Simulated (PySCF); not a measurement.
Delta-SCF ions had no search for a lower state. Excitations are Tamm–Dancoff values on a coarser integration grid. The basis has no diffuse functions, so Rydberg states are missing or too high.

Z-matrix (Å, degrees):
```
C
H 1 1.0815
Cl 1 1.7755 2 107.69
Cl 1 1.7755 2 107.69 3 -120.00
Cl 1 1.7755 2 107.69 3 120.00
```
Charge 0, spin multiplicity 1.

Q: Predict the dipole moment, total energy, S1 excitation (TDA), vertical ionisation energy (Delta-SCF), S1–T1 gap (TDA), HOMO–LUMO gap, T1 excitation (TDA) and LUMO from ωB97X-D3(BJ)/def2-TZVP // B3LYP-D3(BJ)/def2-TZVP run with PySCF.

A: 
* **dipole moment**: 1.13 D
* **total energy**: -1419.3858 Ha
* **S1 excitation (TDA)**: 6.80 eV
* **vertical ionisation energy (Delta-SCF)**: 11.61 eV
* **S1–T1 gap (TDA)**: 0.72 eV
* **HOMO–LUMO gap**: 12.76 eV
* **T1 excitation (TDA)**: 6.08 eV
* **LUMO**: 1.36 eV
